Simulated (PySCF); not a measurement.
## Redox energetics: thioformyl radical

Parent: thioformyl radical, `[CH]=S` (CHS•, doublet). Coordinates in Å; atoms count from 1 in this order:
```
C    -0.0962    0.1057   -0.3561
S     1.1761    0.2961    0.5309
H    -1.0575   -0.4072   -0.2004
```

Computed at ωB97X-D3(BJ)/ma-def2-TZVP // PBE0-D3(BJ)/ma-def2-SVP with PySCF (density fitting, grid level 2). The prefix ma- adds one diffuse s and one diffuse p function on all atoms but H. Thermal corrections: PBE0-D3(BJ)/ma-def2-SVP frequencies, unscaled, ideal gas at 298.15 K and 1 bar, quasi-RRHO entropy.

Frontier levels of the parent: HOMO -8.37 eV, LUMO -0.39 eV.

Oxidation to the singlet cation:
* Vertical ionisation energy (electronic): 8.73 eV
* Adiabatic ionisation energy (with zero-point energy): 7.80 eV
* Adiabatic, electronic part: 7.73 eV
* Vertical gap at the product's structure: 7.35 eV
* Inner reorganisation energy (four-point): 1388 meV
* Relaxation of product / of parent: 1002 / 386 meV
* Largest changes of atomic charge: S2 0.60, C1 0.27, H (on C1) 0.12
* Distances that move most (Å): C1–S2 1.563 → 1.478
* Potential in acetonitrile: 5.02 V absolute, 0.47 V against Fc+/Fc computed at 4.54 V (solvation -7 → -281 kJ/mol)

Vertical ionisation energy to the triplet cation: 11.40 eV. This state was not relaxed.

Reduction to the singlet anion:
```
Vertical electron affinity (electronic)              : 0.35 eV
Adiabatic electron affinity (with zero-point energy) : 0.94 eV
Adiabatic, electronic part                           : 0.91 eV
Vertical gap at the product's structure              : 1.48 eV
Inner reorganisation energy (four-point)             : 1124 meV
Relaxation of product / of parent                    : 557 / 566 meV
Largest changes of atomic charge                     : S2 -0.58, C1 -0.31, H (on C1) -0.11
Distances that move most (Å)                         : C1–S2 1.563 → 1.680; C1–H 1.101 → 1.128
Potential in acetonitrile                            : 3.52 V absolute, -1.02 V against Fc+/Fc computed at 4.54 V (solvation -7 → -257 kJ/mol)
```

Reduction to the triplet anion:
| Quantity | Value |
| --- | --- |
| Vertical electron affinity (electronic) | 0.37 eV |
| Adiabatic electron affinity (with zero-point energy) | 0.53 eV |
| Adiabatic, electronic part | 0.51 eV |
| Vertical gap at the product's structure | 0.80 eV |
| Inner reorganisation energy (four-point) | 430 meV |
| Relaxation of product / of parent | 137 / 293 meV |
| ⟨S²⟩ of the product | 2.015 |
| Largest spin populations | C1 1.49, S2 0.51 |
| Largest changes of atomic charge | S2 -0.58, C1 -0.34, H (on C1) -0.08 |
| Distances that move most (Å) | C1–S2 1.563 → 1.666 |
| Potential in acetonitrile | 3.11 V absolute, -1.43 V against Fc+/Fc computed at 4.54 V (solvation -7 → -255 kJ/mol) |

Solvents are IEF-PCM continua (electrostatics only, gas-phase structures); absolute potentials refer to an electron at rest in vacuum. Fc+/Fc in acetonitrile, 4.54 V, is ωB97X-D3(BJ)/ma-def2-TZVP on PBE0-D3(BJ)/def2-SVP structures with GFN2-xTB thermal terms. Benchmark calculations put it near 5.0 V in acetonitrile and DMSO, so it is about 0.5 V low, and the value against it can read up to that much too high.

Measured values (NIST Chemistry WebBook, evaluated or the median of agreeing entries): adiabatic ionisation energy 7.41 eV (computed 7.80, difference 0.39).

Differences come from unrounded values, so a last digit can differ from that of the printed terms.
